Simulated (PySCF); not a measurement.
Gas-phase reaction: CH₃SiH₃ + C₂H₂ (acetylene) + H₂CSiH₂ → 2 (CH₃)₂Si

Method: PySCF energies plus ideal-gas RRHO corrections (1 bar). † marks an energy on the PBE0/def2-TZVP geometry and frequencies; other levels use their own. 6-31G* has spherical d functions here. All species are closed-shell singlets. No R ln 2 is added for the mirror-image form of (CH₃)₂Si. H₂CSiH₂, (CH₃)₂Si: computed as isolated molecules; such fragments, hydroxides, amides, oligomers or adducts are transient or little studied in the gas. The harmonic model lacks anharmonicity and excited electronic states, which grow with temperature; levels with a mode under 35 cm⁻¹ are left out. Internal rotation in CH₃SiH₃, (CH₃)₂Si is treated as a harmonic vibration of one conformer, which makes the entropy rough.

| level | ΔE electronic, kJ | ΔH°(298 K), kJ | ΔS°(298 K), J/K | ΔG°(2500 K), kJ |
|---|---|---|---|---|
| BLYP/def2-TZVP† | -110 | -75 | -107 | 194 |
| HF/6-31G* | -157 | -120 | -92 | 113 |
| HF/def2-TZVP† | -110 | -75 | -107 | 194 |
| M06-2X/def2-TZVP† | -164 | -129 | -107 | 140 |
| PBE/def2-SVP | -165 | -131 | -107 | 136 |
ΔH° is lowest at PBE/def2-SVP and highest at BLYP/def2-TZVP†. No reference value is set beside these.
